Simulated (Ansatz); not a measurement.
How far each method lies from full CI for HBeGe, quartet

Geometry: that of the HBeGe, doublet, kept fixed.

```xyz
3

Ge    0.0000    0.0000    1.9587
Be    0.0000    0.0000   -0.3067
H     0.0000    0.0000   -1.6520
```

Basis 6-31G (Cartesian d functions); Ansatz 0.2.0. Correlated methods freeze the noble-gas cores and the filled d shells of p-block atoms, which leaves 7 electrons in 25 orbitals. Prefix R: restricted or restricted open-shell reference; prefix U: unrestricted. Active spaces: valence = (7e, 9o) chosen from the atoms' valence shells. No spin–orbit coupling is included, and no scalar relativity.

Full CI is exact within this basis and frozen core; it isn't the basis-set limit. The frozen core follows each run's orbitals, which can shift R against U totals by a few meV for light atoms and by up to 0.1 eV past Ca.

For open shells CISD and CISDTQ are restricted-active-space CI with the open shells as a complete middle space.

```
UHF ⟨S²⟩                          : 3.754
T1 diagnostic (RCCSD)             : 0.0281
largest doubles amplitude (RCCSD) : 0.046
```

| level | E − E(RHF) (eV) |
| --- | --- |
| RMP2 | -1.1790 |
| RCCSD | -1.6303 |
| RCCSD(T) | -1.6699 |

**Question.** Estimate how far full CI in 6-31G lies from RCCSD(T). The table doesn't fix it; the size of (T) and the diagnostics are the guide.

**Answer.** Full CI in 6-31G lies 1.7 kJ/mol below RCCSD(T), which is 44 % of the (T) step (-3.8 kJ/mol). The diagnostics give no warning, yet the rest is a sizeable part of (T).

The other levels:

| level | E − E(full CI) (kJ/mol) | share of correlation (%) | wall time |
| --- | --- | --- | --- |
| CISD | 8.1 | 95.04 | 6.6 s |
| BCCD(T) | 1.8 | 98.91 | 7.1 s |
| RCCSDT | 0.1 | 99.96 | – |
| CISDTQ | 0.1 | 99.94 | 97 s |
| RCCSDT(Q) | 0.0 | 100.02 | 14 s |
| CASSCF (valence space) | 55.4 | 65.98 | – |
| NEVPT2 (valence space) | 15.5 | 90.48 | 10 s |
| MRCISD (valence space) | 1.2 | 99.25 | – |
| MRCISD+Q (valence space) | 0.3 | 99.82 | 14 s |

The correlation energy at full CI, counted from RHF, is -1.687 eV. That run took 4.9 min on 1 thread of Intel Xeon, shared host over 3,993,174 determinants.

Run but not shown, since their state or frozen core can't be matched to the reference's or they repeat it: UHF, UMP2, UCCSD, UCCSD(T), UCCSDT, UCCSDT(Q).

Times hold each run's SCF and search for its determinant on a shared host, so for small cases they say little of a method's own cost; they ran on 1 thread of Intel Xeon.

The full-CI state has the irrep A2 of C2v, in the program's axes (one component, if the state is degenerate).

Natural occupations of full CI about the gap: 1.964 1.956 0.998 0.989 0.989 0.028 0.019 0.019 0.015 0.006; effectively unpaired electrons, Σ n²(2−n)², 3.02.
